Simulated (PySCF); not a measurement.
## Gas-phase thermal properties of CH3SiCl3

Method: PySCF energies (xtb for GFN2) plus ideal-gas RRHO corrections (1 bar). 6-31G* has spherical d functions here. All species are closed-shell singlets. B3LYP is the form with VWN-RPA correlation. The harmonic model lacks anharmonicity and excited electronic states, which grow with temperature; levels with a mode under 35 cm⁻¹ are left out. Internal rotation in CH3SiCl3 is treated as a harmonic vibration of one conformer, which makes the entropy rough.

```csv
level,point group,σ,ZPE (kJ/mol),S°298 (J/mol/K),Cp298 (J/mol/K),S°1000 (J/mol/K),H1000 − H298 (kJ/mol)
B3LYP/6-31G*,C3v,3,112.5,350.1,103.9,506.3,93.9
GFN2-xTB,C3v,3,108.6,364.3,106.8,522.2,94.8
HF/6-31G*,C3v,3,119.5,344.8,100.7,497.5,92.0
PBE/def2-SVP,C3v,3,108.4,353.1,105.6,511.7,95.3
PBE0/def2-TZVP,C3v,3,111.6,349.9,104.1,506.7,94.3
```
σ: rotational symmetry number. Electronic degeneracy used: 1. Frequencies are unscaled.
